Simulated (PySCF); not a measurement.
tetrafluoroethylene cation (C2F4), SMILES FC(F)=C(F)F (connectivity only; charge and spin as stated), charge +1, multiplicity 2.

Geometry: PBE0-D3(BJ)/def2-SVP. The multiplicity is an assumed one; other spin states were not compared.

Two levels are set side by side: PBE/def2-TZVP (PySCF) and M06-2X/def2-TZVP (PySCF). Same geometry, gas phase. Differences are taken from unrounded values.

```tsv
quantity	M06-2X
α-spin orbital gap (eV)	9.69
β-spin orbital gap (eV)	11.38
mean polarisability (bohr³)	24.6
```

Question: What does PBE give, and how far is it from M06-2X? (Estimate from the structure and the level; the computed values follow.)

Answer: 
```
quantity                      PBE  PBE minus M06-2X
---------------------------  ----  ----------------
α-spin orbital gap (eV)      4.87             -4.82
β-spin orbital gap (eV)      5.31             -6.07
mean polarisability (bohr³)  25.7               1.1
```

PBE's more diffuse valence density responds more strongly to a field. Differences between two approximate levels are no errors against the true value.

Rough cost on one machine, each run with all the roots and properties that it gave: M06-2X against PBE about 2 times.
